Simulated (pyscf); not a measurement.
This saddle point was located with ωB97X-D3(BJ)/def2-SVPD in PySCF.

```xyz
14

C     -2.0642    -1.0096     0.3151
O     -2.3001     0.3035     0.6027
H     -1.1849    -1.4391     0.8680
H     -2.9322    -1.6601     0.5692
H     -1.8448    -1.1988    -0.7709
C     -0.7831     1.2970     0.1393
O      0.7075     2.3368    -0.3068
C      1.6726     1.5167    -0.8154
H     -0.1799     0.7162     0.8358
H     -0.8759     0.9711    -0.8959
H     -1.2891     2.1954     0.4749
H      1.3489     0.9604    -1.7369
H      2.0078     0.7192    -0.0978
H      2.5927     2.0750    -1.1031
```
Charge -1, spin multiplicity 1.

Surface: singlet, charge -1. Lowest wavenumbers (cm⁻¹): 658i, 62, 98, 126, 129.

**Question.** Name the species on either side of this saddle.

**Answer.** H₃C–O⁻ + dimethyl ether (H₃C–O–CH₃) ⇌ dimethyl ether (H₃C–O–CH₃) + H₃C–O⁻, a substitution at C read from left to right: C–O broken and C–O formed. At ωB97M-D3(BJ)/def2-TZVPD it lies +13.0 kcal/mol from the left side and +13.0 kcal/mol from the right (each side as separated species at their lowest minima found). On the reactant side the descent ends in a bound adduct, 8.3 kcal/mol under the separated species and 22.7 kcal/mol under the saddle at ωB97X-D3(BJ)/def2-TZVPD. On the product side the descent ends in a bound adduct (not fully relaxed), 11.8 kcal/mol under the separated species and 26.2 kcal/mol under the saddle at ωB97X-D3(BJ)/def2-TZVPD. H₃C–O–CH₃ lies 11.8 kcal/mol over its isomer H₃C–CH₂–OH, and others may lie lower still (electronic energy, ωB97M-D3(BJ)). This is the saddle that the search found; another between the same sides may lie lower. The angle at the attacked C is 178°.
